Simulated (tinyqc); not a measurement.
Worked calculation: Pariser-Parr-Pople SCF with singles CI, for the molecule O=Cc1c[cH+]1 (SMILES; centres numbered as the heavy atoms are written). One step of it, computed by the program tinyqc.

Problem. Iteration 1: orbitals and new P. Diagonalise F (the basis is taken as orthonormal) and form P = 2 sum c c over the lowest orbitals; 0.5 of the old P is kept.

F (eV):
```
            1O          2C          3C          4C          5C
1O  -17.204407   -6.012572   -0.505565    0.446171    0.503146
2C   -6.012572  -12.138062   -3.996202    0.145445    0.145413
3C   -0.505565   -3.996202  -12.927951   -4.712212   -4.711798
4C    0.446171    0.145445   -4.712212  -12.690820   -5.078829
5C    0.503146    0.145413   -4.711798   -5.078829  -12.761476
```

pi electrons, sum of z_r less the charge = 4

P at the start:
```
           1O         2C        3C         4C         5C
1O   0.846214   0.905191  0.187382  -0.246847  -0.246847
2C   0.905191   1.035177  0.414969  -0.059967  -0.059967
3C   0.187382   0.414969  0.729429   0.599783   0.599783
4C  -0.246847  -0.059967  0.599783   0.694590   0.694590
5C  -0.246847  -0.059967  0.599783   0.694590   0.694590
```

Give: orbital energies; P after iteration 1.

Solution.

orbital energies (eV): -23.3146  -21.0851  -10.1848  -7.6474  -5.4909

P after iteration 1:
```
         1O       2C      3C       4C       5C
1O   1.0762   0.8974  0.1753  -0.2268  -0.2301
2C   0.8974   0.8454  0.3556  -0.0120  -0.0138
3C   0.1753   0.3556  0.7186   0.6155   0.6168
4C  -0.2268  -0.0120  0.6155   0.6778   0.6799
5C  -0.2301  -0.0138  0.6168   0.6799   0.6820
```
